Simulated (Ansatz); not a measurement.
1T (CdI2-type) PtS2, treated with LDA (plane waves, PAW; Ansatz, an electronic-structure program).

Settings: plane-wave cutoff 520 eV, 24×24×16 k mesh (along the axes of the cell as run), Fermi–Dirac smearing 0.05 eV, scalar-relativistic PAW data made under PBE.

Cell (relaxed at this level):

PtS2 is taken in the trigonal space group P-3m1 (No. 164), the CdI2 type structure, Pearson symbol hP3. Lattice parameters: a = b = 3.562 Å, c = 4.534 Å, α = β = 90.00°, γ = 120.00°. Pt on 1a is coordinated by 6 S at 2.375 Å (octahedral). S on 2d has 3 Pt at 2.375 Å (trigonal pyramidal). (Neighbours: up to the widest gap in distance over summed covalent radii, below 1.35, at either atom; cation-cation and far metal-metal contacts left out.)

Task: Estimate the elastic constant C44, elastic constant C66, elastic constant C13, elastic constant C11, elastic constant C12 and elastic constant C33 that the calculation returns.

Result: 
- elastic constant C44: 57.5 GPa
- elastic constant C66: 89.6 GPa
- elastic constant C13: 36.2 GPa
- elastic constant C11: 253 GPa
- elastic constant C12: 74.1 GPa
- elastic constant C33: 49.6 GPa

Note: the solid has no gap at this level, which affects its response.

Elastic constants are with the ions relaxed.

Spin–orbit coupling is not included.
